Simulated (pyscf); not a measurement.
HB=NH + hydrogen chloride (HCl) -> H₂N–BH–Cl (addition across a multiple bond or ene-type step; singlet surface; Cl–H broken, B–Cl, H–N formed). PySCF, gas phase, ωB97X-D3(BJ)/def2-SVP geometries. Correlated levels are frozen-core, on RHF or UHF. ΔMP2 is the change of the MP2 total energy from the triple- to the quadruple-zeta basis. Rate constants from transition-state theory at the high-pressure limit, CCSD(T)/def2-TZVPP + ΔMP2(QZVPP) energies (ideal gas, 1 atm, RRHO with modes under 100 cm⁻¹ raised to 100, one conformer, R ln 2 for rigid chiral ones; no tunnelling), k in cm³ molecule⁻¹ s⁻¹.

| T (K) | 1000/T | log10 k |
|---|---|---|
| 298 | 3.354 | -23.38 |
| 600 | 1.667 | -17.57 |
| 900 | 1.111 | -15.52 |
| 1200 | 0.833 | ? |

**Question.** Fit an Arrhenius line to the three values, give the activation energy, and predict k at 1200 K.

**Answer.** Least squares gives log10 k = -11.69 − 3.49 × 1000/T, so Ea = 3.49 × ln 10 × 1.987 = 16.0 kcal/mol, against an electronic barrier of 15.9. At 1200 K the line gives -14.60; the computed value is -14.40 (ΔG‡ = 49.5 kcal/mol), a factor 1.6 over the line, since the plot is curved. One saddle was located; it need not be the lowest between these sides. The CCSD(T) − MP2 part came from Ansatz, without density fitting, on the same reference.
